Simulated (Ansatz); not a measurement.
Mulliken charges of `B1BC1` from B3LYP/def2-TZVPP in Ansatz (PBE0-D4/def2-TZVP geometry).

| atom | x (Å) | y (Å) | z (Å) | charge (e) |
| --- | --- | --- | --- | --- |
| B1 | -0.914 | -0.337 | -0.413 | -0.193 |
| B2 | 0.409 | 0.367 | -0.776 | -0.094 |
| C3 | 0.039 | -0.167 | 0.682 | -0.157 |
| H4 | -1.990 | -0.805 | -0.539 | 0.064 |
| H5 | 1.349 | 0.920 | -1.247 | 0.072 |
| H6 | 0.120 | -0.393 | 1.742 | 0.154 |
| H7 | 1.049 | 0.346 | 0.505 | 0.155 |

Question: By hand: the dipole of these point charges (1 e Å = 4.8032 D).

Answer: Σ q r = (0.283, 0.065, 0.268) e Å, of length 0.395 e Å = 1.90 D.

Question: How does the dipole of the full density compare? (Best estimate.)

Answer: Computed: (0.304, 0.067, 0.298) e Å, 2.07 D; the point charges give 0.92 times that, at 1° from its direction.

Point charges leave out the atoms' own dipoles, such as those of lone pairs, and Mulliken's split depends on the basis, so the close match here is no proof of good charges.

B3LYP here is the variant with VWN-RPA as its local correlation; programs differ in this.
